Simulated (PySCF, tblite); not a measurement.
Phosphabenzene, C5H5P.
InChI=1S/C5H5P/c1-2-4-6-5-3-1/h1-5H

Theory: PBE0/pcSseg-1 in PySCF (dipole) on a GFN2-xTB geometry, gas phase.

Take the most abundant isotopes and a rigid rotor. 

Problem. What are A, B and C (MHz)?

Solution. Ia = 97.67, Ib = 143.04, Ic = 240.71 u·Å²; 505379 MHz·u·Å²/I gives A = 5174, B = 3533, C = 2100 MHz.

Problem. Classify the top.

Solution. An asymmetric top: κ = (2 × 3533 − 5174 − 2100)/(5174 − 2100) = -0.07.

Problem. Is it planar, by Δ = Ic − Ia − Ib?

Solution. Planar: Δ = Ic − Ia − Ib = 0.00 u·Å². For a rigid frame Δ = −2 Σ m c², so it vanishes when all atoms lie in the ab plane; here none is more than 0.01 Å from it.

Problem. Give the coordinates in the principal-axis frame, origin at the centre of mass.

Solution. The sense of each axis is arbitrary; atoms in the order of the calculation.
```
atom  mass (u)   a (Å)   b (Å)   c (Å)
  C1    12.000   1.738   0.000   0.001
  C2    12.000   1.071  -1.215  -0.001
  C3    12.000  -0.303  -1.328   0.000
  P4    30.974  -1.420   0.000   0.001
  C5    12.000  -0.304   1.327  -0.001
  C6    12.000   1.071   1.215   0.000
  H7     1.008   2.818   0.000   0.002
  H8     1.008   1.662  -2.123  -0.003
  H9     1.008  -0.738  -2.320  -0.001
 H10     1.008  -0.739   2.319  -0.003
 H11     1.008   1.661   2.123   0.000
```

Problem. Predict some low-J microwave lines.

Solution. The dipole components are |μa| = 1.69 D, |μb| = 0.00 D, |μc| = 0.00 D; the symmetry axis of this C2v structure is a, so μb and μc vanish by symmetry and there are no b-type or c-type lines. Some lines, for components of 0.1 D or more:

| type | branch | J(Ka,Kc) | MHz | lower level (cm⁻¹) |
| --- | --- | --- | --- | --- |
| a | Q | 2(2,0) ← 2(2,1) | 614 | 0.878 |
| a | Q | 1(1,0) ← 1(1,1) | 1434 | 0.243 |
| a | Q | 2(1,1) ← 2(1,2) | 4301 | 0.571 |
| a | R | 1(0,1) ← 0(0,0) | 5633 | 0.000 |
| a | R | 2(1,2) ← 1(1,1) | 9832 | 0.243 |
| a | R | 2(0,2) ← 1(0,1) | 10651 | 0.188 |
| a | R | 2(1,1) ← 1(1,0) | 12699 | 0.290 |

Its GFN2-xTB frequencies are all real (lowest 247 cm⁻¹). Constants of a rigid frame at the computed geometry: no zero-point averaging, no centrifugal distortion.

Time: 11 s (with the writing of density and orbital grids). Hardware: one thread, x86-64 server, shared host. This is the PBE0/pcSseg-1 job that gave the dipole, with the shieldings it also computed.
